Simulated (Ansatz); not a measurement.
Results of LDA (PAW; Ansatz, an electronic-structure program) for ReS2 (P-1, No. 2; cell taken from a computed entry).

Run with plane-wave cutoff 520 eV, 6×6×4 k mesh (along the axes of the cell as run), Fermi–Dirac smearing 0.01 eV, no spin polarisation, scalar-relativistic PAW data made under PBE.

Cell (relaxed at this level):

```yaml
crystal:
  lattice:
    - [6.29925, -0.00688, -0.00674]
    - [3.08729, 5.60923, 0.00919]
    - [0.11137, 3.34972, 12.00765]
  atoms:
    - { symbol: Re, position: [0.18752, 0.06525, 0.24596] }
    - { symbol: Re, position: [0.81248, 0.93475, 0.75404] }
    - { symbol: Re, position: [0.31246, 0.43475, 0.25403] }
    - { symbol: Re, position: [0.68754, 0.56525, 0.74597] }
    - { symbol: Re, position: [0.76176, 0.03642, 0.24876] }
    - { symbol: Re, position: [0.23824, 0.96358, 0.75124] }
    - { symbol: Re, position: [0.26178, 0.53642, 0.74877] }
    - { symbol: Re, position: [0.73822, 0.46358, 0.25123] }
    - { symbol: S, position: [0.90621, 0.71300, 0.15217] }
    - { symbol: S, position: [0.09379, 0.28700, 0.84783] }
    - { symbol: S, position: [0.60151, 0.77902, 0.87966] }
    - { symbol: S, position: [0.39849, 0.22098, 0.12034] }
    - { symbol: S, position: [0.36395, 0.75290, 0.13859] }
    - { symbol: S, position: [0.63605, 0.24710, 0.86141] }
    - { symbol: S, position: [0.14479, 0.72153, 0.89438] }
    - { symbol: S, position: [0.85521, 0.27847, 0.10562] }
    - { symbol: S, position: [0.35523, 0.77847, 0.60562] }
    - { symbol: S, position: [0.64477, 0.22153, 0.39438] }
    - { symbol: S, position: [0.13603, 0.74711, 0.36140] }
    - { symbol: S, position: [0.86397, 0.25289, 0.63860] }
    - { symbol: S, position: [0.10149, 0.27902, 0.37966] }
    - { symbol: S, position: [0.89851, 0.72098, 0.62034] }
    - { symbol: S, position: [0.59377, 0.78701, 0.34783] }
    - { symbol: S, position: [0.40623, 0.21299, 0.65217] }
```

Q: What does this level give for the band gap and smallest direct gap on the k points sampled?

A: 
* **band gap**: 1.16 eV
* **smallest direct gap on the k points sampled**: 1.21 eV

Spin–orbit coupling is not included.

Computed values are for the static lattice.
